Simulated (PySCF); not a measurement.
CH3NO, SMILES O=CN. Atoms are numbered in the order given.

```xyz
6

N      0.1575    -1.0812     0.0000
C     -0.3856     0.1617     0.0000
O      0.2453     1.1934     0.0000
H      1.1596    -1.1828     0.0000
H     -0.4200    -1.9030     0.0000
H     -1.4910     0.1369     0.0000
```
Charge 0, spin multiplicity 1.

Geometry optimised at B3LYP-D3(BJ)/def2-TZVP. The values are those of a single conformer.

Computed with B3LYP/pcJ-1 (PySCF).

Isotropic couplings with Fermi-contact, spin-dipole and both spin-orbit terms, one fixed conformer, no vibrational averaging. Isotopes: 13C, 14N, 1H.

```
pair   bonds apart      J (Hz)
-----  -----------  ----------
N1–C2            1  (withheld)
N1–H4            1        67.7
N1–H5            1        68.2
C2–H6            1       194.2
N1–H6            2        15.7
C2–H4            2  (withheld)
C2–H5            2  (withheld)
H4–H5            2  (withheld)
H4–H6            3        14.5
H5–H6            3         0.9
```

**Question.** What belongs in the gaps? (The exact figures need the calculation; the answer reports its results.)

**Answer.** 
- N1–C2, J (Hz): 11.2
- C2–H4, J (Hz): -1.7
- C2–H5, J (Hz): 5.9
- H4–H5, J (Hz): 7.1
